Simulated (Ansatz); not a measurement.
CH2 (SMILES [CH2], charge +1) moved off its minimum; all values from Ansatz (an electronic-structure program), cores frozen in correlated methods. Open shells are unrestricted.
(charge 1, multiplicity 2)
```xyz
3

C     -0.05784     0.12548     0.03234
H     -0.89243    -0.02576    -0.26781
H      1.15624     0.11326    -0.28522
```

Forces at r2SCAN/def2-TZVPP (eV/Å):

| atom | Fx | Fy | Fz |
|---|---|---|---|
| C1 | 14.552 | 2.022 | 3.236 |
| H2 | -11.089 | -2.037 | -4.079 |
| H3 | -3.463 | 0.016 | 0.843 |

Task: Give the forces (eV/Å), the total energy and the dipole at CCSD(T)/aug-cc-pVTZ.

Result: 
```csv
atom,Fx,Fy,Fz
C1,14.565,2.033,3.271
H2,-11.070,-2.043,-4.102
H3,-3.494,0.010,0.831
```
Energy -38.6522 hartree.
